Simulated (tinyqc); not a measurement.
Inside a calculation. Method: RKS/BLYP in the sto-3g basis, for H2F+, spin multiplicity 1. One step of it, computed by the program tinyqc.

Task: Iteration 2: DIIS coefficients. Solve [B -1; -1 0][c; lambda] = [0; -1] for the coefficients, which sum to one.

B (overlaps of the stored error matrices):
```
                1               2
1   1.7202082e+00  -7.1283027e-02
2  -7.1283027e-02   6.8111555e-02
```

Give: DIIS coefficients.

Result:

DIIS coefficients: 0.0722  0.9278
